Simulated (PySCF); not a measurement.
Molecule: `CCC1CC1`, C5H10.

Cartesian coordinates in Å; atom numbers follow the order of the lines, from 1:
```xyz
15

C     1.963   -0.398    0.009
C     0.723    0.078   -0.732
C    -0.369    0.561    0.190
C    -1.302   -0.424    0.833
C    -1.806    0.507   -0.231
H     2.745   -0.741   -0.686
H     1.723   -1.233    0.686
H     2.394    0.408    0.623
H     0.993    0.888   -1.433
H     0.324   -0.740   -1.358
H    -0.086    1.420    0.810
H    -1.180   -1.481    0.573
H    -1.616   -0.253    1.866
H    -2.032    0.085   -1.215
H    -2.470    1.323    0.065
```

Geometry PBE0-D3(BJ)/def2-SVP throughout; GIAO in PySCF, gas phase, one conformer, non-relativistic; equivalent atoms averaged; functional PBE0.

(1) How do the absolute shieldings σ depend on the basis set? (ppm; last column core-seconds on shared hosts with different chips, so compare them loosely)

(2) Which nucleus moves most, in ppm?

(3) Taking the largest basis, pcSseg-2 (320 functions), as the yardstick, rank the others by their worst heavy-atom deviation.

Results:

(1) 
```
    basis set  functions     C2     C1     C3  C4/C5  H9/H10  H6/H7/H8  H13/H15    H11  H12/H14  core-s
       STO-3G         35  206.2  215.1  216.2  219.6   31.82     31.83    32.04  32.19    32.28     3.6
        6-31G         65  169.8  183.6  185.1  191.8   31.31     31.45    31.96  31.84    32.34     5.6
     pcSseg-0         65  163.1  176.4  180.0  185.3   31.83     31.68    32.20  32.44    32.58     3.4
       6-31G*         90  165.0  178.7  180.4  187.3   30.72     30.91    31.43  31.22    31.80       7
     def2-SVP        120  164.8  178.7  180.2  187.9   30.37     30.44    31.06  30.97    31.45      12
      cc-pVDZ        120  165.1  180.5  180.8  189.8   30.21     30.33    30.96  30.86    31.36     7.7
     pcSseg-1        135  153.0  168.7  170.3  178.3   30.23     30.23    30.85  30.83    31.30     9.1
6-311+G(2d,p)        195  155.4  171.7  171.7  181.0   30.37     30.53    31.13  30.99    31.57      27
  aug-cc-pVDZ        205  163.7  180.4  180.0  189.3   30.20     30.35    30.96  30.82    31.40      16
    def2-TZVP        215  154.6  171.1  171.7  181.2   30.32     30.50    31.06  30.93    31.48      30
     IGLO-III        275  151.2  168.2  168.6  178.1   30.21     30.39    30.97  30.82    31.40      26
      cc-pVTZ        290  155.6  172.0  172.2  181.3   30.14     30.31    30.88  30.76    31.32      26
     pcSseg-2        320  151.1  168.1  168.6  178.0   30.08     30.25    30.81  30.68    31.25      35
```

(2) C2 (sp3 CH2): from 151.1 ppm with pcSseg-2 to 206.2 ppm with STO-3G. The smallest spread is 1.33 ppm, at H12/H14. Proton shifts span only some 12 ppm, so a few tenths of a ppm matter as much there as several ppm in carbon.

(3) IGLO-III 0.1 ppm (275 functions), pcSseg-1 2.0 ppm (135 functions), def2-TZVP 3.5 ppm (215 functions), 6-311+G(2d,p) 4.3 ppm (195 functions), cc-pVTZ 4.5 ppm (290 functions), pcSseg-0 12.1 ppm (65 functions), aug-cc-pVDZ 12.6 ppm (205 functions), def2-SVP 13.7 ppm (120 functions), 6-31G* 13.9 ppm (90 functions), cc-pVDZ 14.0 ppm (120 functions), 6-31G 18.7 ppm (65 functions), STO-3G 55.2 ppm (35 functions).

A small basis that lands close on one nucleus may do so by chance; judge by the trend and by all nuclei.
